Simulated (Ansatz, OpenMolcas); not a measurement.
**How methods differ on CHP (methylidynephosphane)**

CHP has 3 atoms, charge 0, and is taken as a singlet. SMILES: `C#P`. Geometry: relaxed at GFN2-xTB.

```xyz
3

C    -0.1371    0.0598   -0.0664
P     1.1492   -0.5127    0.5742
H    -1.0121    0.4528   -0.5078
```

Each level gives the vertical energy of the triplet above the singlet (eV). The values are calculated.

| level | kind | program | value (eV) | less FCI/STO-3G | CPU time (all runs) |
| --- | --- | --- | --- | --- | --- |
| HF/STO-3G, open shells restricted | Hartree–Fock | OpenMolcas | 2.95 | -1.12 | 3.9 s |
| B3LYP/STO-3G | global hybrid | OpenMolcas | 4.38 | +0.31 | 8.6 s |
| HSE06/STO-3G | range-separated hybrid | Ansatz | 4.28 | +0.21 | 10 s |
| B2PLYP/STO-3G | double hybrid | Ansatz | 4.75 | +0.68 | 18 s |
| MP2/STO-3G | perturbation theory | Ansatz | 5.85 | +1.78 | 0.53 s |
| CASPT2(4,4)/STO-3G | multireference | OpenMolcas | 4.14 | +0.07 | 3.4 s |
| CASSCF(4,4)/STO-3G | multireference | OpenMolcas | 4.01 | -0.06 | 3.5 s |
| CCSD(T)/STO-3G | coupled cluster or CI | Ansatz | 3.98 | -0.09 | 0.86 s |
| FCI/STO-3G, open shells restricted | exact in the basis | OpenMolcas | 4.07 | 0.00 | 4.5 s |

FCI/STO-3G, open shells restricted is exact within its basis and frozen core, so for wave-function methods in that basis the difference is their error; functionals converge differently with the basis, so for them it is only a difference. The values span 2.95 to 5.85 eV. Spin contamination of the reference (⟨S²⟩ at least 0.1 too high) touches MP2/STO-3G, CCSD(T)/STO-3G. All rows use very small basis sets, so none should be taken for the real molecule's value. In so small a basis fixed costs decide the times, and correlated methods can beat functionals. Times are those of the runs behind each value, whatever else they computed, on shared processors of several kinds: orders of magnitude only.
